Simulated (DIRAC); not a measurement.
# PBE0/dyall-v3z (Levy-Leblond, uncontracted yes) run of ClF (chlorine monofluoride)

Wanted: a point of an energy scan of ClF (chlorine monofluoride). 

The calculation is run with DIRAC 26.1 (patched).

16 further runs of the same task are left out: 16 set aside as unsound or not needed.

## 1. The molecule

The species is ClF (2 atoms), meant as a singlet with charge 0. SMILES: `FCl`.

Bond lengths: F1–Cl2 1.572 Å.

## 2. A point of an energy scan at PBE0/dyall-v3z (Levy-Leblond, uncontracted yes)

File ClF.mol:

```
DIRAC
ClF
basis from the library
C   2              A
        9.    1
F         0.00000000      0.00000000      0.00000000
LARGE BASIS dyall.v3z
       17.    1
Cl        0.00000000      0.00000000      1.57177869
LARGE BASIS dyall.v3z
FINISH
```

File run.inp:

```
**DIRAC
.WAVE FUNCTION
**HAMILTONIAN
.LEVY-LEBLOND
.DFT
PBE0
**INTEGRALS
*READIN
.UNCONTRACT
**GRID
.ULTRAFINE
**WAVE FUNCTION
.SCF
*END OF INPUT
```

Launch:

```bash
$ pam --inp=run.inp --mol=ClF.mol --noarch --mw=163 --aw=368
```

The program printed:

```text
SCF - CYCLE
                                   -----------

* Convergence on norm of error vector (gradient).
  Desired convergence:1.000D-07
  Allowed convergence:1.000D-06

* ERGVAL - convergence in total energy
* FCKVAL - convergence in maximum change in total Fock matrix
* EVCVAL - convergence in error vector (gradient)
--------------------------------------------------------------------------------------------------------------------------------
           Energy               ERGVAL    FCKVAL    EVCVAL      Conv.acc    CPU          Integrals
--------------------------------------------------------------------------------------------------------------------------------
It.    1    -272.0223588705      0.00D+00  0.00D+00  0.00D+00               0.03636101s   Atom. scrpot
It.    2    -559.6703764366      2.88D+02 -1.61D+01  3.42D+00               1.06800000s   LL
It.    3    -559.6071067908     -6.33D-02 -8.65D-01  1.02D+00   DIIS   2    0.72800000s   LL
It.    4    -559.4968791593     -1.10D-01  1.14D+00  1.35D+00   DIIS   3    0.71600000s   LL
It.    5    -559.7837019150      2.87D-01 -6.33D-01  6.39D-02   DIIS   4    0.71100000s   LL
It.    6    -559.7845258492      8.24D-04 -1.85D-02  3.02D-02   DIIS   5    0.71200000s   LL
It.    7    -559.7847017644      1.76D-04  6.32D-03  3.58D-03   DIIS   6    0.70900000s   LL
It.    8    -559.7847036617      1.90D-06 -1.39D-03  6.82D-04   DIIS   7    0.70500000s   LL
It.    9    -559.7847037235      6.18D-08  3.24D-04  7.26D-05   DIIS   8    0.70700000s   LL
It.   10    -559.7847037246      1.03D-09 -3.02D-05  5.60D-06   DIIS   9    0.69600000s   LL
It.   11    -559.7847037246      1.72D-11  3.33D-06  1.61D-06   DIIS   9    0.69100000s   LL
It.   12    -559.7847037246      2.84D-12 -5.19D-07  1.49D-07   DIIS   9    0.68500000s   LL
It.   13    -559.7847037246     -1.94D-11  7.21D-08  2.83D-08   DIIS   9    0.67300000s   LL
--------------------------------------------------------------------------------------------------------------------------------
* Convergence after   13 iterations.
      No 2-ints    :    0.03600000s
      LL           :    0.73341667s

                                   TOTAL ENERGY
                                   ------------

   Charge of molecule : 0

   Electronic energy                        :    -611.29584440125655

   Other contributions to the total energy
   Nuclear repulsion energy                 :      51.51114067670176

   Sum of all contributions to the energy
   Total energy                             :    -559.78470372455479

                                   Eigenvalues
                                   -----------

* Boson symmetry A1
  * Closed shell, f = 1.0000
     -101.78755123  ( 2)         -24.83020366  ( 2)          -9.60863268  ( 2)          -7.34917823  ( 2)          -1.30326442  ( 2)
       -0.85647559  ( 2)          -0.56734846  ( 2)
  * Virtual eigenvalues, f = 0.0000
       -0.08994882  ( 2)           0.22362909  ( 2)           0.23764723  ( 2)           0.32993453  ( 2)           0.42008266  ( 2)
        0.65926143  ( 2)           0.86608802  ( 2)           1.51527117  ( 2)           1.64171425  ( 2)           1.76555718  ( 2)
        1.78753137  ( 2)           1.85763859  ( 2)           1.86573279  ( 2)           2.20011154  ( 2)           2.49845770  ( 2)
        3.12056300  ( 2)           3.81064261  ( 2)           5.23721045  ( 2)           5.74604595  ( 2)           6.72250386  ( 2)
        7.04752460  ( 2)           7.93959957  ( 2)           8.16511200  ( 2)           9.15238333  ( 2)          11.68275656  ( 2)
       16.06126126  ( 2)          17.99257954  ( 2)          27.21709317  ( 2)          35.77632977  ( 2)          48.45268683  ( 2)
       51.72928233  ( 2)          84.54137087  ( 2)         101.79765885  ( 2)         145.82660574  ( 2)         161.19862693  ( 2)
      240.50274322  ( 2)         279.59597184  ( 2)         427.40895744  ( 2)         638.93710730  ( 2)         678.70595200  ( 2)
      770.36304858  ( 2)        1401.98536536  ( 2)        1653.21372949  ( 2)        2201.79862919  ( 2)        4313.14781990  ( 2)
     6063.83890061  ( 2)        6757.31570435  ( 2)       11660.34703292  ( 2)       23305.69794566  ( 2)       33535.85093383  ( 2)
    97708.35197694  ( 2)      105929.52126088  ( 2)      385150.74156596  ( 2)      603427.37837894  ( 2)     1752825.71385899  ( 2)
 12228177.95409180  ( 2)

* Boson symmetry B1
  * Closed shell, f = 1.0000
       -7.33157296  ( 2)          -0.52541088  ( 2)          -0.34095437  ( 2)
  * Virtual eigenvalues, f = 0.0000
        0.24128175  ( 2)           0.33978653  ( 2)           0.50250673  ( 2)           1.42565460  ( 2)           1.60763202  ( 2)
        1.80673897  ( 2)           1.87110080  ( 2)           2.06628205  ( 2)           2.78380730  ( 2)           5.33571296  ( 2)
        5.53915721  ( 2)           6.73119630  ( 2)           6.83744098  ( 2)           8.42645760  ( 2)          15.97818988  ( 2)
       17.75569829  ( 2)          48.36597124  ( 2)          51.56311611  ( 2)         145.69504512  ( 2)         161.12275645  ( 2)
      427.29797987  ( 2)         678.64852560  ( 2)        1401.89718578  ( 2)        6063.77738525  ( 2)

* Boson symmetry B2
  * Closed shell, f = 1.0000
       -7.33157296  ( 2)          -0.52541088  ( 2)          -0.34095437  ( 2)
  * Virtual eigenvalues, f = 0.0000
        0.24128175  ( 2)           0.33978653  ( 2)           0.50250673  ( 2)           1.42565460  ( 2)           1.60763202  ( 2)
        1.80673897  ( 2)           1.87110080  ( 2)           2.06628205  ( 2)           2.78380730  ( 2)           5.33571296  ( 2)
        5.53915721  ( 2)           6.73119630  ( 2)           6.83744098  ( 2)           8.42645760  ( 2)          15.97818988  ( 2)
       17.75569829  ( 2)          48.36597124  ( 2)          51.56311611  ( 2)         145.69504512  ( 2)         161.12275645  ( 2)
      427.29797987  ( 2)         678.64852560  ( 2)        1401.89718578  ( 2)        6063.77738525  ( 2)

* Boson symmetry A2
  * Virtual eigenvalues, f = 0.0000
        0.42008266  ( 2)           1.76555718  ( 2)           1.86573279  ( 2)           2.20011154  ( 2)           6.72250385  ( 2)
        8.16511200  ( 2)

* Occupation in fermion symmetry E1
  * Inactive orbitals
      A1   A1   A1   A1   B1   B2   A1   A1   A1   B1   B2   B1   B2
  * Virtual orbitals
      A1   A1   A1   B1   B2   A1   B1   B2   A1   A2   B1   B2   A1   A1   B1   B2   A1   B1
      B2   A1   A2   A1   A1   B1   B2   A1   A2   A1   B1   B2   B1   B2   A2   A1   A1   B1
      B2   A1   A1   A1   B1   B2   B1   B2   A1   A2   A1   B2   B1   B1   B2   A1   A1   A1
      A2   B2   B1   A1   A1   B1   B2   A1   B2   B1   A1   A1   A1   B1   B2   A1   B1   B2
      A1   A1   A1   B1   B2   A1   B1   B2   A1   A1   A1   B1   B2   A1   A1   B1   B2   A1
      A1   B2   B1   A1   A1   A1   A1   B1   B2   A1   A1   A1   A1   A1   A1   A1   A1   A1
      A1   A1

* Occupation of subblocks
                       E1 :  A1   B1   B2   A2
  closed shells (f=1.0000):    7    3    3    0
 virtual shells (f=0.0000):   56   24   24    6
tot.num. of pos.erg shells:   63   27   27    6

* HOMO - LUMO gap:

    E(LUMO) :    -0.08994882 au (symmetry A1 )
  - E(HOMO) :    -0.34095437 au (symmetry B2 )
  ------------------------------------------
    gap     :     0.25100555 au

 * Closing HDF5 checkpoint file
    - Checkpoint file contains all required data, can be used for restarts
    - Checkpoint file closed

*****************************************************
********** E N D   of   D I R A C  output  **********
*****************************************************

>>>> Total WALL time used in DIRAC: 9s
```

It took 9.3 s on 1 thread of Arm Neoverse V1, shared host; peak memory 0.076 GiB.

## 3. Outcome

Level: PBE0/dyall-v3z (Levy-Leblond, uncontracted yes).

| quantity | value |
| --- | --- |
| total energy | -559.78470 Eh |
| HOMO energy | -9.28 eV |
| LUMO energy | -2.45 eV |
| HOMO–LUMO gap | 6.83 eV |
